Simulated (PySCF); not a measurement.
**Dipole moment and polarisability of 1-pyrroline**

Species: 1-pyrroline, C4H7N.
Cartesian coordinates in Å at the GFN2-xTB level; atoms count from 1:
```
atom  x, y, z in Å
C1    -0.4893    1.2983   -0.1681
N2     0.7515    1.2942   -0.3647
C3     1.2781   -0.0382   -0.2036
C4     0.0920   -0.9656    0.1707
C5    -1.1199   -0.0217    0.1799
H6    -1.0620    2.2090   -0.2480
H7     1.7600   -0.3282   -1.1403
H8     2.0507   -0.0101    0.5684
H9     0.2510   -1.4211    1.1464
H10   -0.0249   -1.7624   -0.5617
H11   -1.6090    0.0352    1.1538
H12   -1.8769   -0.2902   -0.5589
```

Level: CAM-B3LYP/def2-SVPD (PySCF), static field, nuclei fixed, core orbitals frozen in the response. The polarisability tensor in these axes (au):

```
x   59.50 -2.05 -2.52
y   -2.05 51.84 -1.64
z   -2.52 -1.64 42.16
```

Diagonalise the tensor; give its mean and Δα, where Δα² is half the sum of the squared differences of the eigenvalues.

Principal values 41.45, 51.81 and 60.25 au; mean 51.17 au = 7.58 Å³ = 8.44 × 10⁻⁴⁰ C²·m²/J; Δα = 16.32 au (32 % of the mean).

What is the dipole moment, and where does it point?

(-1.44, -1.60, 0.52) D, 2.21 D in size, pointing from the negative to the positive side. Measured along this direction, the outermost atoms are N2 at the negative end and H12 and H11 at the positive end.

Estimate the molar refractivity from the static electronic polarisability.

Lorentz–Lorenz: R = (4π/3)N_A α = 2.5225 cm³/(mol·Å³) × 7.58 Å³ = 19.1 cm³/mol, in the limit of long wavelengths.

What would n − 1 = 2πNα be for an ideal gas of these molecules at 400 K and 1 atm, electronic part alone?

N = p/kT = 1.8347 × 10¹⁹ cm⁻³, so n − 1 = 2π × N × 7.58 × 10⁻²⁴ cm³ = 874 × 10⁻⁶ at long wavelengths.

Sum over states: ᾱ = Σ f/ω², ω in Eh. What share falls to these 8 lowest TDDFT singlets (eV, f)? 5.51, 0.0026; 7.18, 0.0199; 7.58, 0.1848; 7.66, 0.0014; 8.21, 0.0059; 8.51, 0.0241; 8.65, 0.0007; 8.66, 0.0015.

They add up to 3.08 au, 6.0 % of the 51.17 au; the largest single term is 2.38 au, from the state at 7.58 eV. Terms in order: 0.06, 0.29, 2.38, 0.02, 0.07, 0.25, 0.01, 0.01 au. Higher excitations give the rest. The strengths listed sum to 0.241.

Traceless (Buckingham) quadrupole moment about the centre of nuclear charge: eigenvalues?

-6.67, 1.77, 4.89 D·Å. The values depend on the origin, since the dipole doesn't vanish. The electronic extent ⟨r²⟩ about the same centre is 353 bohr², a root-mean-square distance of 1.61 Å for the 38 electrons.

Find the Langevin capture rate constant for O2+ (31.990 u) meeting this molecule (69.058 u), k = 2.342 × 10⁻⁹ cm³/s × √(α in Å³ / reduced mass in u).

The reduced mass is 21.86 u, so k = 1.38 × 10⁻⁹ cm³/s. The formula leaves out the permanent dipole, which adds to the capture rate.

Isolated species at its GFN2-xTB geometry, gas phase.
